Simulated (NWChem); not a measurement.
A calculation on dimethylamine (C2H7N)

```xyz
10

C     -0.2167     0.0184    -1.2073
N      0.5514    -0.1400     0.0000
C     -0.2167     0.0184     1.2073
H     -0.7624     0.9861    -1.2886
H     -0.9733    -0.7815    -1.2786
H      0.4361    -0.0754    -2.0886
H      1.3400     0.5011     0.0000
H     -0.7624     0.9861     1.2886
H      0.4361    -0.0754     2.0886
H     -0.9733    -0.7815     1.2786
```
Charge 0, spin multiplicity 1.

Everything below was run with NWChem. Structure: optimised with PBE0/def2-SVP, a minimum by its harmonic frequencies.

No SCF solution was tested for a lower state.

Worked example. At TPSS/def2-TZVP the molecule has a total energy of -135.23577 Ha and the free atoms (multiplicities C 3, N 4, H 2) N -54.61293, H -0.49987, C -37.86459 Ha. The electronic atomisation energy is the atoms' sum less the molecule's energy.

2·(-37.86459) + 1·(-54.61293) + 7·(-0.49987) = -133.84120 Ha for the atoms; less the molecule's energy this leaves 1.39457 Ha, or 875.1 kcal/mol (3661 kJ/mol), without zero-point, thermal or spin-orbit terms.
